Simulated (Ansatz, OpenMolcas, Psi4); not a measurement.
**Calibrating B3LYP/6-31G* (spherical functions) on N-containing molecules**

The dipole moment in D of 7 N-containing molecules: x at B3LYP/6-31G* (spherical functions), y as measured (NIST CCCBDB). Shapes, held fixed at every level: PBE0-D4/def2-TZVP. Programs: Ansatz 0.2.0, OpenMolcas 26.06, Psi4 1.11. A level may come from different programs for different species; with the same settings they agree closely.

| molecule | x (D) | y (D) |
| --- | --- | --- |
| C2H5N (N-methylmethanimine) | 1.40 | 1.53 |
| C2F3N (cyanotrifluoromethane) | 1.47 | 1.33 |
| NH3 (ammonia) | 1.84 | 1.47 |
| NClO (nitrosyl chloride) | 1.86 | ? |
| HCN (hydrogen cyanide) | 2.90 | 2.98 |
| HNC (hydrogen isocyanide) | 2.98 | 3.05 |
| C2H3N (acetonitrile) | 3.79 | 3.92 |

Fit y = c + s·x to the known rows and predict y for NClO.


1. Means of the 6 rows: x = 2.3967, y = 2.380.
2. Σ(Δx)² = 4.6969, Σ(Δx·Δy) = 5.1653, so the slope is 5.1653/4.6969 = 1.0997.
3. Intercept: 2.380 − (1.0997) × 2.3967 = -0.256. The largest residual of the fit is 0.30.
4. NClO: -0.256 + 1.0997 × 1.86 = 1.79 D.

The measured value is 1.90 D, so the prediction is off by -0.11 D, within the largest residual. Uncorrected, B3LYP/6-31G* (spherical functions) misses it by -0.04 D, and the other rows by 0.15 on average. The line makes this one worse. Left out in turn, the other rows are missed by 0.16 D on average, hardly better than no correction. The tabulated value of C2F3N is in doubt (older tables, estimates, or at odds with other calculations) and kept here.
